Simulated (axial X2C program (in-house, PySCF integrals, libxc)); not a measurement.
## Levels of CS⁻ by electron attachment to CS (EOM-EA-CCSD)

Computed with an axial X2C code built on PySCF integrals: two-component X2C with atomic mean-field Coulomb and Gaunt terms, Gaussian nuclei, basis S dyall-av3z, C dyall-av3z with contracted cores.

R = 1.535 Å (near the PBE0 minimum at charge 0 of the determinant lowest at the starting distance; the state shown can have its own minimum elsewhere).

Hartree–Fock spinors of CS (one of each Kramers pair; a window near the gap, which can cut inner shells):

```json
{"ω": "1/2", "occupied": "yes", "ε (eV)": "-30.04", "character": "41% S s, 27% C s, 17% C p"}
{"ω": "1/2", "occupied": "yes", "ε (eV)": "-18.89", "character": "40% S p, 22% S s, 22% C s"}
{"ω": "1/2", "occupied": "yes", "ε (eV)": "-12.80", "character": "51% C p, 19% C s, 18% S p"}
{"ω": "1/2", "occupied": "yes", "ε (eV)": "-12.61", "character": "58% S p, 30% C p, 8% C d"}
{"ω": "3/2", "occupied": "yes", "ε (eV)": "-12.57", "character": "57% S p, 30% C p, 8% C d"}
{"ω": "1/2", "occupied": "no", "ε (eV)": "1.19", "character": "41% C p, 40% S p, 16% C s"}
{"ω": "1/2", "occupied": "no", "ε (eV)": "1.26", "character": "48% C p, 23% S d, 14% S p"}
{"ω": "3/2", "occupied": "no", "ε (eV)": "1.26", "character": "47% C p, 23% S d, 15% S p"}
{"ω": "3/2", "occupied": "no", "ε (eV)": "1.64", "character": "70% C p, 25% S p, 4% S d"}
{"ω": "1/2", "occupied": "no", "ε (eV)": "1.65", "character": "70% C p, 25% S p, 4% S d"}
{"ω": "1/2", "occupied": "no", "ε (eV)": "1.81", "character": "40% C s, 40% C p, 16% S s"}
```

Levels of CS⁻ obtained by attaching an electron to CS:

```
  Ω  binding energy (eV)  above lowest (cm⁻¹)               attached spinor  one-particle weight
1/2               -0.290                    0  43% C pπ, 25% S dπ, 17% S pπ                 0.93
3/2               -0.301                   93  42% C pπ, 25% S dπ, 18% S pπ                 0.93
1/2               -0.995                 5686  40% S pσ, 34% C pσ, 19% C sσ                 0.99
1/2               -1.495                 9721            79% C pπ, 20% S pπ                 0.99
3/2               -1.496                 9725            79% C pπ, 20% S pπ                 0.99
1/2               -1.640                10887  42% C sσ, 36% C pσ, 18% S sσ                 0.99
1/2               -2.265                15929  45% S pσ, 28% C pσ, 14% S dσ                 0.99
```

(1) What is the splitting of the first π pair in the table, and is it regular or inverted?

Negative binding energies belong to unbound states, resonances or levels that the basis set holds; within some tenths of an eV of zero the sign is not settled.

This point took 7.7 s on 1 thread of Arm Neoverse V2 (shared host).

Reference electrons by ω block (each with its −ω partner): 1/2: 9, 3/2: 2. 10 electrons of CS correlated (inner shells frozen), 92 natural virtual spinors (a truncated set); levels can be off by some tenths of an eV. Roots sought by Ω: (1/2: 5, 3/2: 4, 5/2: 2, 7/2: 1); rows need 60 % one-particle weight and stop where some Ω has no more roots. Missing are any skipped roots, higher Ω and states of a further excitation; these come out far too high here and may in truth be low or lowest. T1 of the reference 0.024 (Lee–Taylor). Number of frozen shells: S 2 s, 1 p; C 1 s.

## Answers

(1) E(3/2) − E(1/2) = 93 − 0 = 93 cm⁻¹ at EOM-EA-CCSD: regular, Ω = 1/2 lower. Splittings at this level can be off by ten to twenty per cent.
